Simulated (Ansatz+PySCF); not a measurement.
The numbers below are computed, except where a source is named.
Input for Ansatz (development build ahead of 0.2.0):

```yaml
crystal:
  periodic: [false, false, false]
  atoms:
    - { symbol: C, position_ang: [1.50653, 0.0, 0.0] }
    - { symbol: C, position_ang: [0.75327, 1.30469, 0.0] }
    - { symbol: C, position_ang: [-0.75327, 1.30469, 0.0] }
    - { symbol: C, position_ang: [-1.50653, 0.0, 0.0] }
    - { symbol: C, position_ang: [-0.75327, -1.30469, 0.0] }
    - { symbol: C, position_ang: [0.75327, -1.30469, 0.0] }
    - { symbol: H, position_ang: [2.68698, 0.0, 0.0] }
    - { symbol: H, position_ang: [1.34349, 2.32699, 0.0] }
    - { symbol: H, position_ang: [-1.34349, 2.32699, 0.0] }
    - { symbol: H, position_ang: [-2.68698, 0.0, 0.0] }
    - { symbol: H, position_ang: [-1.34349, -2.32699, 0.0] }
    - { symbol: H, position_ang: [1.34349, -2.32699, 0.0] }
basis:
  gaussian: { orbitals: def2-SVP }
hamiltonian:
  xc: hf
correlation:
  method: mp2
  frozen_orbitals: { C: 1, H: 0 }
```

The input is written out in the form of the current development build from the run's settings.

The run gave:

| Quantity | Value |
| --- | --- |
| Converged | yes |
| Reference energy | -230.42915 hartree |
| Correlation energy | -0.80854 hartree |
| Total energy | -231.23769 hartree |
| Spin squared of the determinant | 0.000 |

Caution: an unrestricted determinant lies well below.
